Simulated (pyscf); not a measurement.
H₂N–SiH₂–NH₂ (SMILES N[SiH2]N) + H₂ (SMILES [H][H]) -> H₂N–SiH₂–NH₂ (SMILES N[SiH2]N) + H₂ (SMILES [H][H]) (four-centre exchange; singlet surface; H–Si, H–H broken, H–Si, H–H formed). PySCF, gas phase, ωB97X-D3(BJ)/def2-SVP geometries. Energies in kcal/mol from the separated reactants.

```tsv
level	barrier	reaction energy
ωB97X-D3(BJ)/def2-TZVP	55.7	0.0
PBE/def2-TZVP	48.4	0.0
B3LYP-D3(BJ)/def2-TZVP	54.8	0.0
PBE0-D3(BJ)/def2-TZVP	50.5	0.0
M06-2X/def2-TZVP	(withheld)	0.0
ωB97M-D3(BJ)/def2-TZVP	(withheld)	0.0
```

Question: What belongs in the gaps?

Answer: 
- M06-2X/def2-TZVP, barrier: 57.9
- ωB97M-D3(BJ)/def2-TZVP, barrier: 54.7

The functionals in the table span 9.6 kcal/mol in this barrier, from PBE to M06-2X. At the saddle there is also a short H–Si contact that neither side keeps. The same reactants have a lower exit, to NH₃ + H₂N–SiH₃ (barrier +43.7 kcal/mol at ωB97M-D3(BJ)/def2-TZVP, against +54.7 kcal/mol here). This is the saddle that the search found; another between the same sides may lie lower.
